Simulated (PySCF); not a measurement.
C2H2, SMILES `C#C` (charge 0, multiplicity 1)

Computed with TPSSh-D3(BJ)/def2-TZVP // TPSS-D3(BJ)/def2-SVP run with PySCF 2.14.0.

```
Item                                            Value
-------------  --------------------------------------
HOMO                                         -7.61 eV
dipole moment                                  0.00 D
LUMO                                          0.33 eV
HOMO–LUMO gap                                 7.94 eV
total energy                              -77.3644 Ha
cost           about 26 core-seconds (a rough figure)
```

Bonded distances (Å): C1–C2 1.215, C1–H3 1.076, C2–H4 1.076. Bond angles (°): C2–C1–H3 180.0, C1–C2–H4 180.0.
Charge 0, spin multiplicity 1.
